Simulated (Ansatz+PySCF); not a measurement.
singlet LiH: levels of theory in one basis

```xyz
2

Li    0.0000    0.0000   -0.3995
H     0.0000    0.0000    1.1984
```

Basis set: def2-SVP (spherical functions). All electrons are correlated. Charge 0, multiplicity 1.

Computed with Ansatz (development build ahead of 0.2.0); each method stands on the lowest determinant of its kind that the runs found. NEVPT2 correlates all electrons. Active spaces start from the frontier orbitals, and the lowest solution found is given.

```json
{"method": "RHF", "E − E(RHF) (eV)": "0.00", "<S²> of the determinant": "0.00"}
{"method": "RHF-MP2", "E − E(RHF) (eV)": "-0.60", "<S²> of the determinant": "–"}
{"method": "RHF-CCSD", "E − E(RHF) (eV)": "-0.79", "<S²> of the determinant": "–"}
{"method": "RHF-CCSD(T)", "E − E(RHF) (eV)": "-0.80", "<S²> of the determinant": "–"}
{"method": "CASSCF(2,2)", "E − E(RHF) (eV)": "-0.43", "<S²> of the determinant": "–"}
```

(1) What does SC-NEVPT2(2,2) give on the same scale?

(2) Is a single determinant a sound starting point here?

## Answers

(1) -0.69 eV. NEVPT2 here correlates all electrons, so it doesn't share the others' frozen core.

(2) By this sign, yes. Unrestricted orbitals gain 0.00 eV and <S²> is 0.00 against 0.00 for a pure state. The CASSCF(2,2) natural occupations are 1.96, 0.04.
